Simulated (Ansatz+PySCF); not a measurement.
singlet C4H10: levels of theory in one basis

```yaml
atoms:
  - { symbol: C, position_ang: [-0.0185, -0.4083, -1.8644] }
  - { symbol: C, position_ang: [-0.0348, 0.4160, -0.6750] }
  - { symbol: C, position_ang: [-0.0013, -0.3650, 0.6365] }
  - { symbol: C, position_ang: [0.0191, 0.4657, 1.8935] }
  - { symbol: H, position_ang: [0.0418, 0.1829, -2.7995] }
  - { symbol: H, position_ang: [0.8376, -1.0698, -1.9585] }
  - { symbol: H, position_ang: [-0.8622, -1.0331, -1.9443] }
  - { symbol: H, position_ang: [-0.8496, 1.0495, -0.6146] }
  - { symbol: H, position_ang: [0.9146, 1.0604, -0.6629] }
  - { symbol: H, position_ang: [0.8638, -1.0787, 0.6825] }
  - { symbol: H, position_ang: [-0.8513, -1.0443, 0.6231] }
  - { symbol: H, position_ang: [0.0258, -0.1749, 2.8399] }
  - { symbol: H, position_ang: [0.8422, 1.0830, 1.9778] }
  - { symbol: H, position_ang: [-0.8748, 1.1164, 1.9816] }
```

Basis set: def2-SVP (spherical functions). Frozen core: 4 orbitals. Charge 0, multiplicity 1.

Computed with Ansatz (development build ahead of 0.2.0); each method stands on the lowest determinant of its kind that the runs found.

```csv
method,E − E(RHF) (eV),<S²> of the determinant
RHF,0.00,0.00
```

(1) What does RHF-MP2 give on the same scale?

(2) Is a single determinant a sound starting point here?

## Answers

(1) -16.00 eV.

(2) By this sign, yes. Unrestricted orbitals gain 0.00 eV and <S²> is 0.00 against 0.00 for a pure state.
